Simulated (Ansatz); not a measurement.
# CHFSi (triplet): the correlation ladder, cc-pVDZ

One table from this session's results is given with a row withheld; the runs are named, their logs left out.

Program: Ansatz 0.2.0, Gaussian basis. Level of theory: cc-pVDZ, core rule «outside noble gas», up to 7 orbitals frozen. These are calculated values, not measurements.

Plan: UHF; CCSD(T) on ROHF; CCSD(T) on UHF; BCCD(T) on ROHF; CISD as a restricted active space (open shells left free, so some higher excitations enter); CCSDT(Q) on ROHF; CCSDT(Q) on UHF.

4 further runs of the same task are left out: 4 set aside as unsound or not needed. Runs told in other sessions of the task aren't counted.

## The system

The geometry is a PBE0/def2-TZVP stationary point (not a proven minimum).

4 atoms, charge 0, spin multiplicity 3.

Atoms are counted from 1 here; the program's logs count them from 0.

Bond lengths: F1–C2 1.331 Å, C2–Si3 1.857 Å, C2–H4 1.094 Å. Angles: F1–C2–Si3 123.4°, F1–C2–H4 109.0°, Si3–C2–H4 127.6°.

The first run:

The input, in.yaml:

```yaml
crystal:
  periodic: [false, false, false]
  atoms:
    - {symbol: F, position_ang: [0.000000, -0.300700, 1.533384]}
    - {symbol: C, position_ang: [0.000000, 0.518965, 0.484561]}
    - {symbol: Si, position_ang: [0.000000, -0.074287, -1.274648]}
    - {symbol: H, position_ang: [0.000000, 1.553738, 0.840684]}
basis:
  gaussian: {orbitals: cc-pVDZ}
magnetization: {spin_polarized: true, initial_magnetization: 2}
hamiltonian: {xc: hf}
output: {orbitals: {seedname: orbitals}}
```

Run with:

```sh
ansatz run in.yaml --threads 1 --pin off --events-out ev --progress --plain --max-ram 2560MiB --backend cpu
```

Steps of the session up to this table: UHF; CCSD(T) on ROHF; CCSD(T) on UHF; BCCD(T) on ROHF; CISD as a restricted active space (open shells left free, so some higher excitations enter); CCSDT(Q) on ROHF; CCSDT(Q) on UHF.

One table of the session follows, with a row left open; its other results are not shown here.

It belongs to the step «Misses and costs». 

```
   method  from UCCSDT(Q) (kJ/mol)
     ROHF                  +1076.4
      UHF                  +1057.6
     RMP2                   +114.9
     UMP2                   +119.1
     CISD                   +137.8
    RCCSD                    +32.8
    UCCSD                    +32.4
 RCCSD(T)                     +5.6
 UCCSD(T)                     +5.6
  BCCD(T)                        ?
   RCCSDT                     +2.3
   UCCSDT                     +2.3
RCCSDT(Q)                     +0.3
UCCSDT(Q)                        0
```

Q: Estimate the row for BCCD(T) from the others.

The run gave: from UCCSDT(Q) (kJ/mol): +5.1. In the column «from UCCSDT(Q) (kJ/mol)» it lies between UCCSDT (+2.3) and RCCSD(T) (+5.6).

To keep in mind: Restricted and unrestricted rows rest on different reference determinants; a gap between their highest levels can come from leftover correlation error, from unlike frozen cores or from another state.
